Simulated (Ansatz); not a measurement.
fcc Rh, relaxed in Ansatz (plane waves) with several semilocal functionals. Each gives its own volume and its own bulk modulus:

```csv
level,V0 (Å³/atom),bulk modulus (GPa),ln V0,ln B0
LDA,13.222,317.5,2.5819,5.7605
r²SCAN+rVV10,13.583,293.0,2.6088,5.6802
r²SCAN-D4,13.592,291.4,2.6095,5.6747
PBE,14.044,256.7,2.6422,5.5479
RPBE,14.305,237.6,2.6606,5.4706
rVV10,14.447,242.3,2.6705,5.4902
```

Problem. Fit a straight line to ln B0 against ln V0. What does it predict for r²SCAN, whose volume is 13.718 Å³/atom?

Solution. With x = ln V0 and y = ln B0: means 2.62892 and 5.60402; Σ(Δx Δy) = -0.01997, Σ(Δx²) = 0.005902, so the slope is -3.38. At x = 2.6187 the line gives y = 5.60402 + (-3.38) × (2.6187 − 2.62892) = 5.6386, or 281.1 GPa. The run with r²SCAN gives 281.7 GPa, +0.2 % from the line. The rows used scatter about it by up to 2.7 %, while the largest value lies 34 % above the smallest. For comparison, PBE's own equation of state has B′ = 5.2, the slope −d ln B/d ln V at a fixed functional; the two needn't agree, since functionals also differ at one volume.

Measured: 271 GPa (measured, corrected for temperature and zero-point phonon effects, our sources range from 271 to 289; as tabulated in Levämäki et al. (2014), arXiv:1402.3671).

The crystal itself was run without spin with LDA, r²SCAN+rVV10, r²SCAN-D4, r²SCAN, PBE, RPBE, rVV10; a magnetic state was not tried in these runs.

Ansatz's density-functional and Hartree–Fock values are scalar-relativistic unless marked +SOC, with PAW data made under PBE.

Ansatz is a quantum-chemistry and plane-wave program.
